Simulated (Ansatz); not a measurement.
Rock-salt NaI: elastic constant C11 by level of theory

No measured value is used here.

```json
[
 {"level (code)": "LDA (Ansatz)", "value (GPa)": "44.4", "cell (Å³/atom)": "30.66"},
 {"level (code)": "PBE (Ansatz)", "value (GPa)": "29.5", "cell (Å³/atom)": "34.80"},
 {"level (code)": "r²SCAN (Ansatz)", "value (GPa)": "35.5", "cell (Å³/atom)": "33.71"},
 {"level (code)": "HSE06 (Ansatz)", "value (GPa)": "(withheld)", "cell (Å³/atom)": "34.14"}
]
```

Q: What belongs in the gaps?

A: 
- HSE06 (Ansatz, an electronic-structure program), value (GPa): 31.3

Each level is taken at its own relaxed cell. Cutoffs differ between the levels. Ansatz's density-functional and Hartree–Fock values are scalar-relativistic unless marked +SOC, with PAW data made under PBE.
